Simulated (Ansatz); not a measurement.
**B2+ (quartet): wave-function methods side by side, def2-TZVPP**

One table from this session's results is given with a row withheld; the runs are named, their logs left out.

The runs use Ansatz 0.2.0, Gaussian basis; def2-TZVPP, core rule «outside noble gas», up to 2 orbitals frozen.

To be run: UHF; ROHF; CCSD(T) on UHF.

**The system**

The geometry is a PBE0/def2-TZVP stationary point (not a proven minimum) of the parent state, kept for this charge and spin.

2 atoms, charge 1, spin multiplicity 4.

Atoms are counted from 1 here; the program's logs count them from 0.

Bond lengths: B1–B2 1.704 Å.

Geometry (Å):

```xyz
2

B     0.0000    0.0000    0.0000
B     0.0000    0.0000    1.7042
```

Set-up of the first run:

The input, in.yaml:

```yaml
crystal:
  periodic: [false, false, false]
  atoms:
    - {symbol: B, position_ang: [0.000000, 0.000000, 0.000000]}
    - {symbol: B, position_ang: [0.000000, 0.000000, 1.704200]}
basis:
  gaussian: {orbitals: def2-TZVPP}
total_charge: 1
magnetization: {spin_polarized: true, initial_magnetization: 3}
hamiltonian: {xc: hf}
output: {orbitals: {seedname: orbitals}}
```

The run is started by

```console
$ ansatz run in.yaml --threads 1 --pin off --events-out ev --progress --plain --max-ram 2816MiB --backend cpu
```

Among the steps run: UHF; ROHF; CCSD(T) on UHF.

One of the session's tables, all rows but one given; the rest of the session is left out.

It belongs to the step «Misses and costs». 

```
  method  from UCCSD(T) (kJ/mol)
    ROHF                  +240.2
     UHF                       ?
    UMP2                   +61.2
   UCCSD                    +8.7
UCCSD(T)                       0
```

Q: Estimate the row for UHF from the others.

**Answer.** from UCCSD(T) (kJ/mol): +236.1. In the column «from UCCSD(T) (kJ/mol)» it lies between UMP2 (+61.2) and ROHF (+240.2).
